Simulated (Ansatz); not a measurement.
Relaxed structures of CH2ClSi (charge +1), singlet (PBE0-D4/def2-TZVP; forces vanish, vibrations not checked; lower isomers may exist, and structures with a doubtful reference or unclear bonds are left out; Å). Program: Ansatz 0.2.0. Basis: def2-TZVPP. Cores are frozen in the correlated methods.

**Question.** Rank them by CCSD(T) energy, lowest first, and give each one's height above the lowest. Links in brackets join atoms within 1.22 times the sum of their covalent radii (1.1 for two metals). (To be estimated.)
A.
CH₂ClSi ([Si][C][ClH2]), total charge +1
```
5
angstrom
Si 1.1436 -1.9963 1.1828
C 0.4361 -0.6953 0.3808
Cl 0.0438 0.4855 -0.5524
H -1.2489 0.4572 -1.0456
H -0.3196 1.6592 0.0846
```
B.
CH₂ClSi ([CH2][Si][Cl]), total charge +1
```
5
angstrom
Si 0.1539 -0.8074 0.7317
C -0.1487 0.4737 -0.3815
Cl 1.4911 -2.1792 1.0918
H -0.9838 0.3215 -1.0722
H -0.0816 1.4878 0.0241
```
C.
CH₂ClSi ([CH2]1[Si][Cl]1), total charge +1
```
5
angstrom
Si -0.7054 -0.3050 -0.6567
C 0.3702 0.0186 0.8469
Cl 1.1369 -1.3856 -0.0751
H 0.0750 -0.3302 1.8356
H 1.0732 0.8503 0.8675
```

**Answer.** The calculation gives: C (0.0 kJ/mol), B (48.9 kJ/mol), A (675.0 kJ/mol). Heights count from the lowest.

No T1 diagnostic of these runs exceeds 0.023. The restricted Hartree–Fock reference is unstable towards an unrestricted one at one or more of these structures. A large double-excitation amplitude points to some diradical character; no triplet was computed.

For scale, one of the runs: CCSD(T)/def2-TZVPP, 143 basis functions, launched by `ansatz run in.yaml --threads 2 --pin off --events-out ev --progress --plain --max-ram 4352MiB`. Hardware: 2 CPU threads of an Arm Neoverse V1, shared host. Wall time 12 s; peak host memory 0.75 GiB.
